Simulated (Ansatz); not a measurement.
Which is lower?

Two relaxed structures of SiHClF, doublet (PBE0-D4/def2-TZVP; forces vanish, vibrations not checked).

A:

F1  (-1.107, 0.251, -0.737)
Si2  (-0.478, -0.751, 1.309)
Cl3  (1.462, -0.354, 0.521)
H4  (-0.208, 0.369, -0.966)
(Å)

B:

F1  (-1.028, -0.370, 1.083)
Si2  (-0.252, -0.252, -0.306)
Cl3  (1.746, -0.508, 0.042)
H4  (-0.466, 1.131, -0.819)
(Å)

Ansatz 0.2.0; basis: def2-TZVPP; cores frozen in the correlated methods; orbitals are unrestricted. B3LYP uses VWN-RPA correlation.

Problem. Which structure is lower at CCSD(T), and by how much? (To be estimated.)

Solution. Computed: B, by 52.52 kcal/mol (electronic energy, against the other). By their contacts, A is a complex of SiCl + HF and B is SiHClF ([F][SiH][Cl]).

All methods give the same order:

```tsv
method	E(B) − E(A) (kcal/mol)
PBE-D4	-49.76
r2SCAN-D4	-57.27
PBE0-D4	-52.70
B3LYP-D4	-51.99
wB97M-V	-50.79
HF	-58.88
MP2	-56.33
CCSD	-53.16
CCSD(T)	-52.52
```

No T1 diagnostic of these runs exceeds 0.016. ⟨S²⟩ of the unrestricted Hartree–Fock references: 0.75 to 0.78 (a pure state has 0.75).

Labels in which every atom is bracketed show which atoms are joined, not bond orders.

For scale, one of the runs: CCSD(T)/def2-TZVPP, 129 basis functions, launched by `ansatz run in.yaml --threads 2 --pin off --events-out ev --progress --plain --max-ram 4352MiB`. Hardware: 2 CPU threads of an Arm Neoverse V2, shared host. Wall time 29 s; peak host memory 1.3 GiB.
